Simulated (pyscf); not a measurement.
Elementary routes open to AsH₃ (SMILES [AsH3]) + HO–SiH₃ (SMILES O[SiH3]) in the gas phase (singlet surface):
A. H₃Si–O–AsH₂ (SMILES [SiH3]O[AsH2]) + H₂ (SMILES [H][H]) (As–H, H–O broken; As–O, H–H formed)
B. HO–AsH₂ (SMILES O[AsH2]) + SiH₄ (SMILES [SiH4]) (As–H, O–Si broken; As–O, H–Si formed)
C. HO–SiH₂–AsH₂ (SMILES O[SiH2][AsH2]) + H₂ (SMILES [H][H]) (As–H, H–Si broken; As–Si, H–H formed)

Single points on ωB97X-D3(BJ)/def2-SVP structures (PySCF, gas phase).

Problem. Rank the routes by free-energy barrier at 900 K, lowest first, for ωB97M-D3(BJ)/def2-TZVP energies (ideal gas, 1 atm, RRHO with modes under 100 cm⁻¹ raised to 100, one conformer, R ln 2 for chiral ones without a mode under 150 cm⁻¹).

Solution. B (87.8 kcal/mol), A (88.9 kcal/mol), C (90.8 kcal/mol)

Route B is the fastest of these, ahead of the next by 1.1 kcal/mol. The most stable products are those of C (ΔG = +1.2 kcal/mol), whose barrier is 3.1 kcal/mol higher: the kinetic and the thermodynamic product differ. At 298 K B is still the fastest. C: On the reactant side the descent ends in a complex (not fully relaxed), 4.0 kcal/mol under the separated species and 61.6 kcal/mol under the saddle at ωB97X-D3(BJ)/def2-TZVP. Only these routes are compared; each barrier is that of the saddle found, and lower ones may exist. Elements up to Kr have no core potential and no relativistic terms here.
